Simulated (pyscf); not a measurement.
PySCF, gas phase, ωB97X-D3(BJ)/def2-SVP geometries. Correlated levels are frozen-core, on RHF or UHF. ΔMP2 is the change of the MP2 total energy from the triple- to the quadruple-zeta basis.

Q: Estimate the classical barrier height and the reaction energy of HO–AsH–OH -> water (H₂O) + O=AsH at CCSD(T)/def2-TZVPP + ΔMP2(QZVPP). The step runs on the singlet surface, breaks As–O, H–O and forms H–O; take the reactant's lowest minimum found as zero.

A: ΔE‡ = 1.81 eV, ΔE = +1.73 eV. Zero-point energy shifts the barrier by -0.12 eV. It is an elimination, with an imaginary mode of 1191i cm⁻¹. On the product side the descent ends in a bound adduct, 0.47 eV under the separated species and 0.33 eV under the saddle at ωB97X-D3(BJ)/def2-TZVP. O=AsH lies 0.32 eV over its isomer HO–As: [triplet], and others may lie lower still (electronic energy, ωB97M-D3(BJ)). This is the saddle that the search found; another between the same sides may lie lower. The CCSD(T) − MP2 part came from Ansatz, without density fitting, on the same reference. The frozen core leaves the outer d or s,p core shells of the metals and heavy elements correlated in the MP2 and CC values, and def2-TZVPP describes them poorly, which can shift differences by a few kcal/mol. Elements up to Kr have no core potential and no relativistic terms here.
